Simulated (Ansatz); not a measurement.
A nudged elastic band was laid between two geometries of C2H7B (10 atoms, charge 0, multiplicity 1).

All numbers below come from RKS BHLYP-D4/def2-SVP (Ansatz).

```
movable images  : 5
climbing image  : yes
spring          : 5.0 eV/Å²
optimiser       : quadratic models (default)
start path      : through a guess of the saddle point
force threshold : 0.05 eV/Å
iteration limit : 60
end points      : relaxed
```

Initial state:

```xyz
10
Properties=species:S:1:pos:R:3
B 0.122 -0.077 0.321
H -0.107 -0.257 1.493
C 1.610 0.090 -0.124
H 2.007 -0.937 -0.175
H 1.747 0.533 -1.114
H 2.235 0.611 0.607
C -1.088 -0.034 -0.666
H -1.865 -0.766 -0.423
H -1.560 0.951 -0.521
H -0.822 -0.113 -1.724
```

Final state:

```xyz
10
Properties=species:S:1:pos:R:3
B -1.522 -0.582 0.744
H 1.373 0.085 1.074
C 2.004 0.191 0.189
H 2.046 -0.762 -0.343
H 1.592 0.959 -0.470
H 3.012 0.481 0.493
C -1.551 -0.169 -0.734
H -2.542 -0.382 -1.157
H -1.345 0.906 -0.825
H -0.791 -0.727 -1.297
```

Question: What changes between the two ends?

Answer: Bonds broken: B1–H2, B1–C3. Bonds formed: H2–C3. C2H7B becomes CH3B + CH4.

Question: Give the energies along the band, and the barrier.

Answer: It converged. The highest image is number 3 of 0 to 6, 103.6 kcal/mol above the first end and 24.6 kcal/mol above the last; the last end lies 79.0 kcal/mol above the first. Neighbouring images differ by up to 3.4 eV, so the band resolves the path poorly. A vibrational analysis at the climbing image gives one clearly imaginary mode, 1214i cm⁻¹: a first-order saddle point. The orbitals stay closed-shell, which can raise the energy where a bond breaks towards radicals; this wasn't checked here.

```csv
image,path coordinate (Å),energy (kcal/mol),B1–H2 (Å),B1–C3 (Å),H2–C3 (Å)
0,0.00,0.0,1.21,1.56,2.38
1,0.81,0.4,1.21,1.56,2.40
2,1.61,24.9,1.15,1.59,1.99
3,2.42,103.6,1.28,2.08,1.35
4,3.08,85.6,1.85,2.66,1.11
5,3.75,79.8,2.44,3.20,1.09
6,4.42,79.0,2.99,3.65,1.09
```

Question: What is the geometry of the highest image?

Answer: 
```xyz
10
Properties=species:S:1:pos:R:3:forces:R:3
B -0.407 -0.190 0.713 -0.02 -0.02 0.00
H 0.785 -0.015 1.144 0.03 0.00 -0.02
C 1.529 0.127 0.026 -0.02 0.00 0.02
H 1.634 -0.788 -0.556 0.00 0.00 0.00
H 1.337 0.996 -0.603 0.00 0.00 0.00
H 2.415 0.291 0.643 0.00 0.00 0.00
C -1.108 -0.156 -0.669 -0.01 0.03 0.01
H -2.116 -0.573 -0.619 0.00 0.00 0.00
H -1.226 0.916 -0.897 0.00 -0.01 -0.01
H -0.567 -0.608 -1.508 0.00 0.00 0.00
```

The band took 18 iterations and roughly 2.7 core-minutes.

Time of the run: 83 s on 2 threads of Arm Neoverse V2 (shared host), peak memory 0.14 GiB.
